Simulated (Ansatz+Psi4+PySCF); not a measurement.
The numbers below are computed, except where a source is named.
This Psi4 input gave a total energy of -199.19797 hartree.

```
molecule {
0 1
F 0.000000 0.000000 0.710300
F 0.000000 0.000000 -1.420610
}

set basis cc-pVTZ
set reference rhf
set scf_type pk
set mp2_type conv
set cc_type conv
set num_frozen_docc 2
energy('mp2')
```

Task: Write an input for Ansatz with the same method and basis set.

Result:

```yaml
crystal:
  periodic: [false, false, false]
  atoms:
    - { symbol: F, position_ang: [0.0, 0.0, 0.7103] }
    - { symbol: F, position_ang: [0.0, 0.0, -1.42061] }
basis:
  gaussian: { orbitals: cc-pVTZ }
hamiltonian:
  xc: hf
correlation:
  method: mp2
  frozen_orbitals: { F: 1 }
scf:
  omitted_lower_state_checks: [stability, starts, atomic_configurations, cluster_reference, orbital_swaps, given_window_search, neighbouring_geometries, increment]
```

Ansatz (development build ahead of 0.2.0) gave -199.19797 hartree, 0.04 meV from the first. Caution: large amplitudes, a single reference is doubtful; an unrestricted determinant lies well below.
